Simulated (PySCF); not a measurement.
# What each rung costs, and what it gives

Saddle point of AlH2Cl, closed shell (AlH₂Cl ([AlH2][Cl]) → AlCl + H₂; bonds formed: H2–H3; bonds broken: Al1–H2, Al1–H3), PBE0-D4/def2-TZVP structure:

Al1  (0.490, 0.461, -0.014)
H2  (0.645, -0.636, -1.122)
H3  (-0.510, -1.014, -0.462)
Cl4  (-0.624, 1.189, 1.597)
(Å)

Barriers are electronic and count from the start structure reached by relaxing down the imaginary mode.

Program: PySCF 2.14 with density fitting (its default auxiliary sets; JK sets also for MP2 and CCSD(T)). Basis: as named in each row. Cores are frozen in the correlated methods. B3LYP uses VWN-RPA correlation. Extrapolation: Hartree–Fock as exp(−7.88 √X), correlation as X^−2.97.

Times are rough, for one single point on 4 threads of a shared host (AMD EPYC 9B45).

The estimate by CCSD(T) at an estimated basis limit (MP2 extrapolated from triple and quadruple zeta, plus CCSD(T) − MP2 in triple zeta) is 3.366 eV.

```tsv
method	basis	time (s)	barrier (eV)	method less estimate
HF	STO-3G	under 1	6.575	3.209
MP2	def2-QZVPP	under 1	3.609	0.242
B3LYP-D4	6-31G	under 1	3.386	0.020
PBE0-D4	def2-SVP	under 1	3.311	-0.056
PBE-D4	def2-SVP	1	3.027	-0.339
CCSD(T)	def2-SVP	1	3.469	0.103
SPW92	def2-TZVPP	1	2.884	-0.483
PBE0-D4	def2-TZVPP	2	3.283	-0.084
B3LYP-D4	def2-TZVPP	2	3.328	-0.038
BHLYP-D4	def2-TZVPP	2	3.648	0.282
PBE-D4	def2-TZVPP	2	3.009	-0.357
r2SCAN-D4	def2-TZVPP	2	3.239	-0.127
CCSD(T)	def2-TZVPP	8	3.398	0.031
wB97M-V	def2-TZVPP	32	3.472	0.106
```

All methods are single points on the PBE0-D4 structures.

No T1 diagnostic of these runs exceeds 0.024. The restricted Hartree–Fock reference is unstable towards an unrestricted one at one or more of these structures. A large double-excitation amplitude points to some diradical character; no triplet was computed.

Labels in which every atom is bracketed show which atoms are joined, not bond orders.
